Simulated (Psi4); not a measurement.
# UMP3/2ZaPa-NR (fitted SCF) run of [BNH4]− (SMILES [BH2-]N), part 2 of 2

Psi4 1.11.

### 3 The distorted shape, same level

Input file bh4n.xyz:

```xyz
6
BH4N
B     -0.449045    -0.729121     0.071588
N     -0.214955     0.824129    -0.011122
H      0.580395    -1.367821     0.464258
H     -0.807710    -1.131940    -0.915350
H      0.256375     1.089259    -0.886022
H      0.435715     1.091739     0.728428
```

Input file job.py:

```python
import psi4

psi4.set_memory(1600000000)
psi4.set_num_threads(1)
psi4.core.set_output_file('output.dat', False)

with open('bh4n.xyz') as f:
    atoms = ''.join(f.readlines()[2:])
mol = psi4.geometry('-1 2\n' + atoms + 'symmetry c1')

psi4.set_options({
    'basis': '2ZaPa-NR',
    'reference': 'uhf',
    'scf_type': 'df',
    'freeze_core': True,
    'mp_type': 'conv',
})

e = psi4.energy('mp3', molecule=mol)
print('E =', round(e, 9))
```

On the command line:

```console
$ python job.py
```

output.dat:

```text
=> Loading Basis Set <=

    Name: 2ZAPA-NR
    Role: ORBITAL
    Keyword: BASIS

         ---------------------------------------------------------
                                   SCF
                              UHF Reference
                        1 Threads,   1525 MiB Core
         ---------------------------------------------------------

  ==> Geometry <==

    Molecular point group: c1
    Full point group: C1

    Geometry (in Angstrom), charge = -1, multiplicity = 2:

       Center              X                  Y                   Z               Mass
    ------------   -----------------  -----------------  -----------------  -----------------
         B           -0.191319651517    -0.839023270227     0.070935776322    11.009305360000
         N            0.042770348483     0.714226729773    -0.011774223678    14.003074004430
         H            0.838120348483    -1.477723270227     0.463605776322     1.007825032230
         H           -0.549984651517    -1.241842270227    -0.916002223678     1.007825032230
         H            0.514100348483     0.979356729773    -0.886674223678     1.007825032230
         H            0.693440348483     0.981836729773     0.727775776322     1.007825032230

  Running in c1 symmetry.

  Rotational constants: A =      4.00767  B =      0.75920  C =      0.70128 [cm^-1]
  Rotational constants: A = 120147.06194  B =  22760.29540  C =  21023.71185 [MHz]
  Nuclear repulsion =   30.494727798393626

  Charge       = -1
  Multiplicity = 2
  Electrons    = 17
  Nalpha       = 9
  Nbeta        = 8

  ==> Algorithm <==

  SCF Algorithm Type is DF.
  DIIS enabled.
  MOM disabled.
  Fractional occupation disabled.
  Guess Type is SAD.
  Energy threshold   = 1.00e-08
  Density threshold  = 1.00e-08
  Integral threshold = 1.00e-12

  ==> Primary Basis <==

  Basis Set: 2ZAPA-NR
    Blend: 2ZAPA-NR
    Number of shells: 32
    Number of basis functions: 60
    Number of Cartesian functions: 62
    Spherical Harmonics?: true
    Max angular momentum: 2

   => Loading Basis Set <=

    Name: (2ZAPA-NR AUX)
    Role: JKFIT
    Keyword: DF_BASIS_SCF

  ==> Integral Setup <==

  DFHelper Memory: AOs need 0.012 GiB; user supplied 1.118 GiB.
  SCF_SUBTYPE=INCORE selected. In-core MEM_DF algorithm will be used.
  Using in-core AOs.

  ==> MemDFJK: Density-Fitted J/K Matrices <==

    J tasked:                   Yes
    K tasked:                   Yes
    wK tasked:                   No
    Memory [MiB]:              1144
    Algorithm:                 Core
    Schwarz Cutoff:           1E-12
    Mask sparsity (%):       0.0000
    Fitting Condition:        1E-10

   => Auxiliary Basis Set <=

  Basis Set: (2ZAPA-NR AUX)
    Blend: AUG-CC-PVTZ-JKFIT
    Number of shells: 116
    Number of basis functions: 392
    Number of Cartesian functions: 482
    Spherical Harmonics?: true
    Max angular momentum: 4

  Minimum eigenvalue in the overlap matrix is 8.0168239498E-04.
  Reciprocal condition number of the overlap matrix is 8.3861554932E-05.
    Using symmetric orthogonalization.

  ==> Pre-Iterations <==

  SCF Guess: Superposition of Atomic Densities via on-the-fly atomic UHF (no occupation information).

   -------------------------
    Irrep   Nso     Nmo
   -------------------------
     A         60      60
   -------------------------
    Total      60      60
   -------------------------

  ==> Iterations <==

                           Total Energy        Delta E     RMS |[F,P]|

   @DF-UHF iter SAD:   -80.49245502148716   -8.04925e+01   0.00000e+00
   @DF-UHF iter   1:   -81.22750312082238   -7.35048e-01   9.10330e-03 DIIS/ADIIS
   @DF-UHF iter   2:   -81.35013181230283   -1.22629e-01   5.72323e-03 DIIS/ADIIS
   @DF-UHF iter   3:   -81.40672783427216   -5.65960e-02   7.71667e-04 DIIS/ADIIS
   @DF-UHF iter   4:   -81.40893481885819   -2.20698e-03   2.43757e-04 DIIS/ADIIS
   @DF-UHF iter   5:   -81.40943779392595   -5.02975e-04   1.14394e-04 DIIS/ADIIS
   @DF-UHF iter   6:   -81.40964332142627   -2.05528e-04   6.75178e-05 DIIS
   @DF-UHF iter   7:   -81.40978291200710   -1.39591e-04   3.82563e-05 DIIS
   @DF-UHF iter   8:   -81.40984529286489   -6.23809e-05   1.93190e-05 DIIS
   @DF-UHF iter   9:   -81.40986303555026   -1.77427e-05   8.37983e-06 DIIS
   @DF-UHF iter  10:   -81.40986584538035   -2.80983e-06   3.39026e-06 DIIS
   @DF-UHF iter  11:   -81.40986608232711   -2.36947e-07   1.41975e-06 DIIS
   @DF-UHF iter  12:   -81.40986611137157   -2.90445e-08   4.56204e-07 DIIS
   @DF-UHF iter  13:   -81.40986611332002   -1.94845e-09   1.65796e-07 DIIS
   @DF-UHF iter  14:   -81.40986611357509   -2.55071e-10   6.91437e-08 DIIS
   @DF-UHF iter  15:   -81.40986611363023   -5.51381e-11   2.57434e-08 DIIS
   @DF-UHF iter  16:   -81.40986611364116   -1.09281e-11   1.02194e-08 DIIS
   @DF-UHF iter  17:   -81.40986611364289   -1.73372e-12   5.17159e-09 DIIS
  Energy and wave function converged.

  ==> Post-Iterations <==

   @Spin Contamination Metric:   4.907132954E-03
   @S^2 Expected:                7.500000000E-01
   @S^2 Observed:                7.549071330E-01
   @S   Expected:                5.000000000E-01
   @S   Observed:                5.000000000E-01

    Orbital Energies [Eh]
    ---------------------

    Alpha Occupied:

       1A    -15.329393     2A     -7.370503     3A     -0.910239
       4A     -0.472777     5A     -0.423653     6A     -0.311048
       7A     -0.248867     8A     -0.187532     9A     -0.004093

    Alpha Virtual:

      10A      0.161045    11A      0.167710    12A      0.180215
      13A      0.183131    14A      0.199125    15A      0.228837
      16A      0.262116    17A      0.306204    18A      0.351456
      19A      0.377222    20A      0.397683    21A      0.430726
      22A      0.507794    23A      0.531835    24A      0.548315
      25A      0.582397    26A      0.604336    27A      0.757186
      28A      0.763044    29A      0.878045    30A      1.081339
      31A      1.140756    32A      1.179768    33A      1.230416
      34A      1.237822    35A      1.320542    36A      1.353898
      37A      1.379991    38A      1.429084    39A      1.459697
      40A      1.544750    41A      1.687093    42A      1.851200
      43A      1.859524    44A      1.965775    45A      2.028503
      46A      2.168199    47A      2.234243    48A      2.314079
      49A      2.352822    50A      2.439327    51A      2.578398
      52A      2.728157    53A      2.789206    54A      2.905763
      55A      3.046990    56A      3.095723    57A      3.145536
      58A      3.251234    59A      3.538614    60A      3.797437

    Beta Occupied:

       1A    -15.328400     2A     -7.360794     3A     -0.906701
       4A     -0.446473     5A     -0.416941     6A     -0.302142
       7A     -0.240393     8A     -0.174463

    Beta Virtual:

       9A      0.161327    10A      0.171116    11A      0.176765
      12A      0.185212    13A      0.200163    14A      0.223829
      15A      0.263892    16A      0.302792    17A      0.353246
      18A      0.374004    19A      0.390209    20A      0.399707
      21A      0.440377    22A      0.519615    23A      0.547395
      24A      0.565970    25A      0.598554    26A      0.610318
      27A      0.768654    28A      0.815026    29A      0.899240
      30A      1.091866    31A      1.159095    32A      1.203274
      33A      1.249424    34A      1.264419    35A      1.331305
      36A      1.360780    37A      1.384319    38A      1.434419
      39A      1.466098    40A      1.572675    41A      1.691650
      42A      1.855134    43A      1.864365    44A      1.971009
      45A      2.036542    46A      2.178154    47A      2.236418
      48A      2.318856    49A      2.356967    50A      2.444559
      51A      2.581409    52A      2.731384    53A      2.792706
      54A      2.909225    55A      3.049977    56A      3.098899
      57A      3.147319    58A      3.254210    59A      3.540013
      60A      3.798537

    Final Occupation by Irrep:
              A
    DOCC [     8 ]
    SOCC [     1 ]
    NA   [     9 ]
    NB   [     8 ]

  @DF-UHF Final Energy:   -81.40986611364289

   => Energetics <=

    Nuclear Repulsion Energy =             30.4947277983936260
    One-Electron Energy =                -173.3747754458415784
    Two-Electron Energy =                  61.4701815338050608
    Total Energy =                        -81.4098661136428916

  UHF NO Occupations:
  HONO-2 :    7  A 1.9996545
  HONO-1 :    8  A 1.9983885
  HONO-0 :    9  A 1.0000000
  LUNO+0 :   10  A 0.0016115
  LUNO+1 :   11  A 0.0003455
  LUNO+2 :   12  A 0.0003212
  LUNO+3 :   13  A 0.0001471

Computation Completed

Properties will be evaluated at   0.000000,   0.000000,   0.000000 [a0]

Properties computed using the SCF density matrix

 Multipole Moments:

 ------------------------------------------------------------------------------------
     Multipole            Electronic (a.u.)      Nuclear  (a.u.)        Total (a.u.)
 ------------------------------------------------------------------------------------

 L = 1.  Multiply by 2.5417464519 to convert [e a0] to [Debye]
 Dipole X            :         -0.3790033            1.5844798            1.2054764
 Dipole Y            :          1.4665758            0.0871139            1.5536897
 Dipole Z            :         -0.1608819           -0.6406844           -0.8015663
 Magnitude           :                                                    2.1235898

 ------------------------------------------------------------------------------------

	total time  =          1 seconds =       0.02 minutes
 MINTS: Wrapper to libmints.

   Calculation information:
      Number of threads:                 1
      Number of atoms:                   6
      Number of AO shells:              32
      Number of SO shells:              32
      Number of primitives:             72
      Number of atomic orbitals:        62
      Number of basis functions:        60

      Number of irreps:                  1
      Integral cutoff                 1.00e-12
      Number of functions per irrep: [  60 ]

 OEINTS: Overlap, kinetic, potential, dipole, and quadrupole integrals
         stored in file 35.

      Computing two-electron integrals...done
      Computed 1649374 non-zero two-electron integrals.
        Stored in file 33.

  Module OCC Options:
  ----------------------------------------------------------------------------
  ACTIVE                        => (empty)
  BASIS_RELATIVISTIC            => (empty)
  BENCH                         => (empty)
  CACHELEVEL                    => (empty)
  CCL_ENERGY                    => (empty)
  CC_MAXITER                    => (empty)
  CC_TYPE                       => (empty)
  CEPA_OS_SCALE                 => (empty)
  CEPA_SOS_SCALE                => (empty)
  CEPA_SS_SCALE                 => (empty)
  CEPA_TYPE                     => (empty)
  CI_TYPE                       => (empty)
  CUBEPROP_BASIS_FUNCTIONS      => (empty)
  CUBEPROP_FILEPATH             => (empty)
  CUBEPROP_ISOCONTOUR_THRESHOLD => (empty)
  CUBEPROP_ORBITALS             => (empty)
  CUBEPROP_TASKS                => (empty)
  CUBIC_BASIS_TOLERANCE         => (empty)
  CUBIC_BLOCK_MAX_POINTS        => (empty)
  CUBIC_GRID_OVERAGE            => (empty)
  CUBIC_GRID_SPACING            => (empty)
  CUTOFF                        => (empty)
  DDX                           => (empty)
  DEBUG                         => (empty)
  DERTYPE                       => (empty)
  DF_BASIS_CC                   => (empty)
  DIE_IF_NOT_CONVERGED          => (empty)
  DIIS_MAX_VECS                 => (empty)
  DIIS_MIN_VECS                 => (empty)
  DKH_ORDER                     => (empty)
  DOCC                          => (empty)
  DO_DIIS                       => (empty)
  DO_LEVEL_SHIFT                => (empty)
  DO_SCS                        => (empty)
  DO_SOS                        => (empty)
  E3_SCALE                      => (empty)
  EA_POLES                      => (empty)
  EKT_EA                        => (empty)
  EKT_IP                        => (empty)
  EP_EA_POLES                   => (empty)
  EP_IP_POLES                   => (empty)
  EP_MAXITER                    => (empty)
  EXTERNAL_POTENTIAL_SYMMETRY   => (empty)
  E_CONVERGENCE                 => 1e-06           !
  FREEZE_CORE                   => 1               !
  FREEZE_CORE_POLICY            => (empty)
  FROZEN_DOCC                   => (empty)
  FROZEN_UOCC                   => (empty)
  INTEGRAL_PACKAGE              => (empty)
  IP_POLES                      => (empty)
  LEVEL_SHIFT                   => (empty)
  LITERAL_CFOUR                 => (empty)
  LS_THC_BASIS_TOLERANCE        => (empty)
  LS_THC_DF                     => (empty)
  LS_THC_PRUNING_SCHEME         => (empty)
  LS_THC_RADIAL_POINTS          => (empty)
  LS_THC_SPHERICAL_POINTS       => (empty)
  LS_THC_S_EPSILON              => (empty)
  LS_THC_WEIGHTS_TOLERANCE      => (empty)
  MAT_NUM_COLUMN_PRINT          => (empty)
  MAX_MOGRAD_CONVERGENCE        => (empty)
  MAX_RADIAL_MOMENT             => (empty)
  MBIS_D_CONVERGENCE            => (empty)
  MBIS_MAXITER                  => (empty)
  MBIS_PRUNING_SCHEME           => (empty)
  MBIS_RADIAL_POINTS            => (empty)
  MBIS_SPHERICAL_POINTS         => (empty)
  MOGRAD_DAMPING                => (empty)
  MOLDEN_WITH_VIRTUAL           => (empty)
  MO_MAXITER                    => (empty)
  MO_READ                       => (empty)
  MO_STEP_MAX                   => (empty)
  MO_WRITE                      => (empty)
  MP2_OS_SCALE                  => (empty)
  MP2_SOS_SCALE                 => (empty)
  MP2_SOS_SCALE2                => (empty)
  MP2_SS_SCALE                  => (empty)
  MP2_TYPE                      => (empty)
  MP_TYPE                       => CONV            !
  NAT_ORBS                      => (empty)
  NUM_FROZEN_DOCC               => (empty)
  NUM_FROZEN_UOCC               => (empty)
  NUM_GPUS                      => (empty)
  OCC_ORBS_PRINT                => (empty)
  OEPROP                        => (empty)
  OPT_METHOD                    => (empty)
  ORBITAL_OPTIMIZER_PACKAGE     => (empty)
  ORB_OPT                       => FALSE           !
  ORB_RESP_SOLVER               => (empty)
  ORTH_TYPE                     => (empty)
  OS_SCALE                      => (empty)
  PARENT_SYMMETRY               => (empty)
  PCG_BETA_TYPE                 => (empty)
  PCG_CONVERGENCE               => (empty)
  PCG_MAXITER                   => (empty)
  PCM                           => (empty)
  PE                            => (empty)
  PRINT                         => (empty)
  PRINT_NOONS                   => (empty)
  PROPERTIES                    => (empty)
  PROPERTIES_ORIGIN             => (empty)
  PUREAM                        => (empty)
  QC_MODULE                     => (empty)
  RAS1                          => (empty)
  RAS2                          => (empty)
  RAS3                          => (empty)
  RAS4                          => (empty)
  RELATIVISTIC                  => (empty)
  RELAXED                       => (empty)
  REMP_A                        => (empty)
  RESTRICTED_DOCC               => (empty)
  RESTRICTED_UOCC               => (empty)
  RMS_MOGRAD_CONVERGENCE        => (empty)
  R_CONVERGENCE                 => (empty)
  SCF_TYPE                      => DF              !
  SCREENING                     => (empty)
  SCS_TYPE                      => (empty)
  SOCC                          => (empty)
  SOS_TYPE                      => (empty)
  SPIN_SCALE_TYPE               => NONE            !
  SS_SCALE                      => (empty)
  SYMMETRIZE                    => (empty)
  TPDM_ABCD_TYPE                => (empty)
  WFN                           => (empty)
  WFN_TYPE                      => OMP3            !
  WRITER_FILE_LABEL             => (empty)
  ZORA_BASIS_TOLERANCE          => (empty)
  ZORA_NR_DEBUG                 => (empty)
  ZORA_PRUNING_SCHEME           => (empty)
  ZORA_RADIAL_POINTS            => (empty)
  ZORA_SPHERICAL_POINTS         => (empty)

 ==============================================================================
 ==============================================================================
 ==============================================================================

                             MP3

 ==============================================================================
 ==============================================================================
 ==============================================================================

	MO spaces per irreps...

	IRREP   FC   AOCC  BOCC  AVIR    BVIR  FV
	==========================================
	   A     2     7     6    51     52     0
	==========================================

	Computing MP2 energy using SCF MOs (Canonical MP2)...
	==============================================================================
	Nuclear Repulsion Energy (a.u.)    :    30.49472779839363
	SCF Energy (a.u.)                  :   -81.40986611364289
	REF Energy (a.u.)                  :   -81.40986611364289
	Alpha-Alpha Contribution (a.u.)    :    -0.03667243572442
	Alpha-Beta Contribution (a.u.)     :    -0.21987867403103
	Beta-Beta Contribution (a.u.)      :    -0.02850232041207
	Scaled_SS Correlation Energy (a.u.):    -0.02172491871216
	Scaled_OS Correlation Energy (a.u.):    -0.26385440883723
	SCS-MP2 Total Energy (a.u.)        :   -81.69544544119229
	SOS-MP2 Total Energy (a.u.)        :   -81.69570838988322
	SCSN-MP2 Total Energy (a.u.)       :   -81.52457368444311
	SCS-MP2-VDW Total Energy (a.u.)    :   -81.72389819447085
	SOS-PI-MP2 Total Energy (a.u.)     :   -81.71769625728633
	MP2 Correlation Energy (a.u.)      :    -0.28505343016752
	MP2 Total Energy (a.u.)            :   -81.69491954381041
	==============================================================================

	Computing MP3 energy using SCF MOs (Canonical MP3)...
	==============================================================================
	Nuclear Repulsion Energy (a.u.)    :    30.49472779839363
	SCF Energy (a.u.)                  :   -81.40986611364289
	REF Energy (a.u.)                  :   -81.40986611364289
	Alpha-Alpha Contribution (a.u.)    :    -0.03568922084308
	Alpha-Beta Contribution (a.u.)     :    -0.24446279818525
	Beta-Beta Contribution (a.u.)      :    -0.02676366682072
	MP2.5 Correlation Energy (a.u.)    :    -0.29598455800829
	MP2.5 Total Energy (a.u.)          :   -81.70585067165118
	SCS-MP3 Total Energy (a.u.)        :   -81.70091100511267
	3rd Order Energy (a.u.)            :    -0.02186225568153
	MP3 Correlation Energy (a.u.)      :    -0.30691568584905
	MP3 Total Energy (a.u.)            :   -81.71678179949194
	==============================================================================

	total time  =          2 seconds =       0.03 minutes
```

Standard output:

```text
E = -81.716781799
```

Run time: 5.7 s. Hardware: 1 thread of Intel Xeon Platinum 8259CL at 2.50GHz (Skylake/Cascade Lake), shared host; peak memory 0.34 GiB.

### 4 Summary of results

What follows sums up all 2 parts.

At UMP3/2ZaPa-NR (fitted SCF), 2 core orbitals frozen:

| quantity | value |
| --- | --- |
| first shape: total energy | -81.72197 Eh |
| first shape: HOMO energy (Hartree–Fock orbitals) (highest over α and β) | -0.28 eV |
| first shape: LUMO energy (Hartree–Fock orbitals) (lowest over α and β) | 4.40 eV |
| first shape: correlation energy (2 core orbitals frozen) | -307.1 mEh |
| first shape: ⟨S²⟩ of the reference determinant | 0.755 |
| distorted shape: total energy | -81.71678 Eh |
| distorted shape: HOMO energy (Hartree–Fock orbitals) (highest over α and β) | -0.11 eV |
| distorted shape: LUMO energy (Hartree–Fock orbitals) (lowest over α and β) | 4.38 eV |
| distorted shape: correlation energy (2 core orbitals frozen) | -306.9 mEh |
| distorted shape: ⟨S²⟩ of the reference determinant | 0.755 |
| energy change with the B1–H4 bond shortened from 1.250 to 1.125 Å | 0.141 eV |

With the B1–H4 bond shortened from 1.250 to 1.125 Å the energy rises by 0.14 eV (13.6 kJ/mol). The first shape isn't relaxed at this level, so the change isn't measured from a minimum.
